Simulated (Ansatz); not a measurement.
# HB–Ga–Cl, triplet: reading a ladder of total energies

Geometry: a PBE0/def2-TZVP stationary point for this spin, not checked as a minimum.

```yaml
atoms:
  - { symbol: B, position_ang: [0.0000, -0.3428, 2.2964] }
  - { symbol: Ga, position_ang: [0.0000, 0.0981, 0.4394] }
  - { symbol: Cl, position_ang: [0.0000, -0.0891, -1.6618] }
  - { symbol: H, position_ang: [0.0000, 0.0237, 3.4216] }
```

Basis cc-pVDZ; Ansatz 0.2.0. Correlated methods freeze the noble-gas cores and the filled d shells of p-block atoms, which leaves 14 electrons in 44 orbitals. R marks a restricted (for open shells ROHF) determinant, U an unrestricted one. No spin–orbit coupling is included, and no scalar relativity.

Full CI isn't at hand for all of this; UCCSDT(Q) serves as the reference, and is uncertain by the last step of the cluster series or more.

UCCSD has a T1 diagnostic of 0.016 and a largest doubles amplitude of 0.07.

Runs differ by some tens of microhartree through their thresholds and, for an open shell, their frozen cores, so steps under 0.03 kcal/mol mean nothing.

| level | total energy (hartree) |
| --- | --- |
| UHF | -2407.948963 |
| UMP2 | -2408.189915 |
| UCCSD | -2408.223323 |
| UCCSD(T) | -2408.231170 |
| UCCSDT | -2408.232509 |
| UCCSDT(Q) | -2408.233187 |

Task: What is the correlation energy at UCCSDT(Q), and what share of it do UMP2 and UCCSD(T) recover?

Result: E(corr) = -2408.233187 − (-2407.948963) = -0.284224 hartree = -7.734 eV. UMP2: -0.240952 / -0.284224 = 84.78 %. UCCSD(T): -0.282207 / -0.284224 = 99.29 %.

Task: By how many kcal/mol does UCCSD(T) miss UCCSDT(Q) (1 hartree = 627.509 kcal/mol), and which steps make up the rest?

Result: -2408.231170 − (-2408.233187) = 0.002017 hartree = 1.27 kcal/mol. Steps: UCCSDT − UCCSD(T) = -0.84, UCCSDT(Q) − UCCSDT = -0.43 kcal/mol. Differences between like states or geometries often cancel part of this.
